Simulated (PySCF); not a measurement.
**Working with the constants of B2**

ROHF-SCS-MP2 constants of B2, triplet, unpaired electrons π ↑↑ (basis B x2c-TZVPPall; spin-free X2C with a Gaussian nucleus; PySCF 2.14; masses 11.0093 and 11.0093 u):

```
ωe          : 831.1 cm⁻¹
ωexe        : 29.6 cm⁻¹
Be          : 1.1614 cm⁻¹
αe          : 0.0317 cm⁻¹
De to B + B : 0.029 eV
```

(1) What force constant and bond length do these constants imply?

(2) Estimate the centrifugal constant D from the Kratzer relation and find the Dunham coefficient a1.

Correlated steps freeze 2 core orbitals. The bond is weak. Basis-set superposition, not corrected here, can be much of De in a small basis, most of all at correlated wavefunction levels. The state is the lowest determinant that a PBE0 search found; another state may lie lower at other levels.

## Answers

(1) Reduced mass μred = 5.5047 u; k = 5.8918×10⁻⁷·μred·ωe² (u, cm⁻¹, mdyn/Å) = 2.24 mdyn/Å; Re = √(16.8576/(μred·Be)) (u, cm⁻¹, Å) = 1.624 Å.

(2) D = 4Be³/ωe² = 9.07e-06 cm⁻¹; a1 = −1 − αeωe/(6Be²) = -4.26.
